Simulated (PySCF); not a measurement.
# C4H8Cl2 (1,3-dichlorobutane): levels of theory compared

Aim: a comparison of 6 runs (BLYP/6-31G*, PBE/6-31G*, SVWN5/6-31G*, r2SCAN/6-31G*, revPBE/6-31G*, CCSD(T)/6-31G*) of C4H8Cl2 (1,3-dichlorobutane). 

The calculation is run with PySCF 2.14.0.

1 further run of the same task is left out (set aside as unsound or not needed).

### 1 The molecule

The species is C4H8Cl2 (14 atoms), meant as a singlet with charge 0. As SMILES, `CC(Cl)CCCl`. The C1–H8 distance was set to 2.392 Å, away from the relaxed value. At this shape a bond of the SMILES string is far longer than usual.

Bond lengths: C1–C2 1.518 Å, C2–Cl3 1.799 Å, C2–C4 1.525 Å, C4–C5 1.521 Å, C5–Cl6 1.784 Å, C1–H7 1.087 Å, C1–H9 1.088 Å, C2–H10 1.093 Å, C4–H11 1.092 Å, C4–H12 1.092 Å, C5–H13 1.089 Å, C5–H14 1.090 Å. Some angles: C1–C2–Cl3 108.8°, C1–C2–C4 112.2°, Cl3–C2–C4 109.2°, C2–C4–C5 112.1°, C4–C5–Cl6 110.1°, C1–C2–H10 110.7°, Cl3–C2–H10 105.3°, C4–C2–H10 110.4°, C2–C1–H7 110.5°, C2–C1–H9 109.6°.

### 2 The energy at BLYP/6-31G(d) (spherical functions) (run 1)

Input file input.py:

```python
from pyscf import gto, dft

molecule = gto.M(
    atom='''
C       -1.288167      -1.633321      -0.779689
C        0.109013      -1.236571      -1.220239
Cl       1.304983      -2.026401      -0.132649
C        0.318623       0.273219      -1.183129
C        1.684523       0.674099      -1.718609
Cl       1.845933       2.450349      -1.717149
H       -1.392357      -2.715261      -0.771819
H       -1.740070      -0.805920       1.418360
H       -2.020407      -1.217731      -1.468679
H        0.324223      -1.627281      -2.218419
H       -0.458547       0.742029      -1.791079
H        0.210123       0.631679      -0.157839
H        2.486733       0.279519      -1.096109
H        1.819813       0.344539      -2.749169
''',
    max_memory=1860,
    verbose=3,
    spin=0,
    basis='6-31g*',
)

myscf = dft.RKS(molecule)
myscf.xc = 'blyp'
myscf.grids.level = 5
myscf.conv_tol = 1e-10
myscf.kernel()
if not myscf.converged:
    myscf = myscf.newton().run(myscf.mo_coeff, myscf.mo_occ)

etot = myscf.e_tot
print('E(%s) = %.9f' % ('BLYP', etot))
```

Launch:

```console
OMP_NUM_THREADS=1 python input.py
```

The program printed:

```text
converged SCF energy = -1077.32703332677
E(BLYP) = -1077.327033327
```

It took 50 s on 1 thread of Intel Xeon at 2.70GHz, shared host; peak memory 0.59 GiB.

### 3 The energy at PBE/6-31G(d) (spherical functions) (run 2)

Input file start.xyz:

```xyz
14

C     -1.288167    -1.633321    -0.779689
C      0.109013    -1.236571    -1.220239
Cl     1.304983    -2.026401    -0.132649
C      0.318623     0.273219    -1.183129
C      1.684523     0.674099    -1.718609
Cl     1.845933     2.450349    -1.717149
H     -1.392357    -2.715261    -0.771819
H     -1.740070    -0.805920     1.418360
H     -2.020407    -1.217731    -1.468679
H      0.324223    -1.627281    -2.218419
H     -0.458547     0.742029    -1.791079
H      0.210123     0.631679    -0.157839
H      2.486733     0.279519    -1.096109
H      1.819813     0.344539    -2.749169
```

Input file job.py:

```python
from pyscf import gto, dft

molecule = gto.M(
    atom='start.xyz',
    basis='6-31g*',
    max_memory=1860,
    verbose=4,
)

mf = dft.RKS(molecule, xc='pbe')
mf.grids.level = 5
mf.conv_tol = 1e-10
mf.kernel()
if not mf.converged:
    mf = mf.newton().run(mf.mo_coeff, mf.mo_occ)

energy = mf.e_tot
print('Final energy', energy)
```

Launch:

```console
OMP_NUM_THREADS=1 python job.py
```

The program printed:

```text
PySCF version 2.14.0

[... 93 lines left out ...]
converged SCF energy = -1076.83816797909
Final energy -1076.8381679790864
```

Wall time 50 s (1 thread of Intel Xeon at 2.70GHz, shared host); peak memory 0.59 GiB.

Runs 3 to 4 aren't shown in full; the table further down has their settings and results.

### 4 A single-point energy at revPBE/6-31G(d) (spherical functions) (run 5)

Input file calc.py:

```python
from pyscf import gto, dft

system = gto.Mole()
system.atom = '''
C     -1.288167    -1.633321    -0.779689
C      0.109013    -1.236571    -1.220239
Cl     1.304983    -2.026401    -0.132649
C      0.318623     0.273219    -1.183129
C      1.684523     0.674099    -1.718609
Cl     1.845933     2.450349    -1.717149
H     -1.392357    -2.715261    -0.771819
H     -1.740070    -0.805920     1.418360
H     -2.020407    -1.217731    -1.468679
H      0.324223    -1.627281    -2.218419
H     -0.458547     0.742029    -1.791079
H      0.210123     0.631679    -0.157839
H      2.486733     0.279519    -1.096109
H      1.819813     0.344539    -2.749169
'''
system.verbose = 3
system.spin = 0
system.max_memory = 1860
system.basis = '6-31g*'
system.build()

calc0 = dft.RKS(system, xc='revpbe')
calc0.conv_tol = 1e-10
calc0.grids.level = 5
calc0.kernel()
if not calc0.converged:
    calc0 = calc0.newton().run(calc0.mo_coeff, calc0.mo_occ)

e_final = calc0.e_tot
print('E(%s) = %.9f' % ('REVPBE', e_final))
```

Launch:

```console
OMP_NUM_THREADS=1 python calc.py
```

The program printed:

```text
converged SCF energy = -1077.220633635
E(REVPBE) = -1077.220633635
```

It took 58 s on 1 thread of Intel Xeon at 2.70GHz, shared host; peak memory 0.59 GiB.

### 5 The energy at CCSD(T)/6-31G(d) (spherical functions) (run 6)

start.xyz is that of step 3.

Input file job.py:

```python
from pyscf import gto, cc

molecule = gto.M(
    atom='start.xyz',
    max_memory=1860,
    verbose=4,
    basis='6-31g*',
    spin=0,
)

calc0 = molecule.RHF()
calc0.conv_tol = 1e-10
calc0.kernel()
if not calc0.converged:
    calc0 = calc0.newton().run(calc0.mo_coeff, calc0.mo_occ)

mycc = cc.CCSD(calc0, frozen=14)
mycc.kernel()
e_t = mycc.ccsd_t()
e_tot = mycc.e_tot + e_t
print('Final energy', e_tot)
```

Launch:

```console
OMP_NUM_THREADS=1 python job.py
```

The program printed:

```text
PySCF version 2.14.0

[... 70 lines left out ...]
converged SCF energy = -1074.88730626052
[... 12 lines left out ...]
Init t2, MP2 energy = -1075.69308008822  E_corr(MP2) -0.805773827704244
[... 15 lines left out ...]
CCSD converged
[... 2 lines left out ...]
Final energy -1075.8197365687336
```

It took 1.8 min on 1 thread of Intel Xeon at 2.70GHz, shared host; peak memory 0.85 GiB.

### 6 The series

```csv
run,level,integration grid,frozen core orbitals,energy (Eh),dipole moment (D) of the reference,HOMO energy (eV),LUMO energy (eV),wall time
1,BLYP/6-31G* (spherical functions),5,–,-1077.327033,2.92,-6.26,-3.84,50 s
2,PBE/6-31G* (spherical functions),5,–,-1076.838168,2.87,-6.41,-3.95,50 s
3,SVWN5/6-31G* (spherical functions),5,–,-1072.974655,2.78,-6.46,-3.97,27 s
4,r2SCAN/6-31G* (spherical functions),5,–,-1077.271971,3.02,-6.68,-3.98,80 s
5,revPBE/6-31G* (spherical functions),5,–,-1077.220634,2.91,-6.39,-3.93,58 s
6,CCSD(T)/6-31G* (spherical functions),–,14,-1075.819737,3.60,-9.28,0.36,1.8 min
```

### 7 Outcome

| quantity | value |
| --- | --- |
| run 6: total energy | -1075.81974 Eh |
| run 6: dipole moment (Hartree–Fock density) | 3.60 D |
| run 6: HOMO energy (Hartree–Fock orbitals) | -9.28 eV |
| run 6: LUMO energy (Hartree–Fock orbitals) | 0.36 eV |
| run 6: HOMO–LUMO gap (Hartree–Fock orbitals) | 9.64 eV |
| run 6: correlation energy (14 core orbitals frozen) | -932.4 mEh |
| run 6: (T) correction | -34.19 mEh |
| run 6: T1 diagnostic | 0.019 |

**Reading.** Over runs 1, 2, 3, 4, 5 the dipole moment (its size) runs from 2.78 D (SVWN5/6-31G*) to 3.02 D (r2SCAN/6-31G*). Over runs 1, 2, 3, 4, 5 the HOMO–LUMO gap runs from 2.42 eV (BLYP/6-31G*) to 2.70 eV (r2SCAN/6-31G*). Totals of different functionals can't be ranked against each other. In runs 1, 2, 3, 4, 5, 6 a closed-shell determinant meets a far-stretched bond, which it describes badly. All runs together took 6.2 min, the longest 1.8 min.
